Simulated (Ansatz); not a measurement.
## TiSb2 (I4/mcm)

The calculation used DFT r2SCAN, scalar-relativistic, plane waves, PAW in Ansatz 0.2.0.

Plane waves to 500 eV, a k mesh through Γ of 8×8×8 on the computed 6-atom cell and Gaussian smearing (0.10 eV); no spin polarisation.

The structure is relaxed at this level of theory with its symmetry kept.

```
Ti Sb
1.0
    -3.34679    3.34679    2.90330
     3.34679   -3.34679    2.90330
     3.34679    3.34679   -2.90330
Ti Sb
2 4
Cartesian
  0.0000 0.0000 1.4517
  0.0000 0.0000 4.3550
  1.0160 4.3628 0.0000
  2.3308 1.0160 0.0000
  2.3308 -1.0160 2.9033
  1.0160 2.3308 2.9033
```

(1) Formation energy from the elements' standard states (uncorrected)?

(2) Density of states at the Fermi level?

(3) Löwdin character within 0.5 eV of the Fermi level?

(4) Bulk modulus?

(5) Its pressure derivative?

(6) Bader charges (e)?

Spin-orbit coupling is left out, which matters for the bands of heavy elements.

Results:

(1) -0.423 eV/atom.

(2) 0.88 states/eV per cell.

(3) Ti 3d 59 %, Sb 5p 33 %.

(4) 93 GPa.

(5) 4.4.

(6) Ti (2 in the cell) 1.13, Sb (4 in the cell) -0.56.

Cost: 9 runs of about 52 core-minutes in all, on Intel Xeon Processor @ 2.50GHz (Skylake/Cascade Lake) (shared hosts).